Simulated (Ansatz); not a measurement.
Method: DFT, RPBE, plane waves (420 eV) with PAW, scalar-relativistic (Ansatz 0.2.0). The PAW files were generated under PBE, with cores re-solved for the functional.

An element in the fcc structure gives this curve. The cell is scaled uniformly from the relaxed one, with fractional coordinates and shape fixed. Energies are extrapolated to zero smearing, pressures are those at the given smearing. Magnetic state: spin not included.

| V (Å³/atom) | E − E₀ (meV/atom) | P (GPa) |
| --- | --- | --- |
| 14.019 | 212.4 | 41.56 |
| 14.657 | 84.9 | 24.07 |
| 15.294 | 18.7 | 10.54 |
| 15.931 | 0.0 | 0.10 |
| 16.568 | 17.7 | -7.93 |
| 17.206 | 63.5 | -14.07 |
| 17.843 | 130.5 | -18.72 |

Task: Which element is it?
A. tungsten
B. aluminium
C. platinum
D. iridium

Result: C. Its fit is V₀ = 15.91 Å³/atom, B₀ = 229 GPa, B₀′ = 5.5.
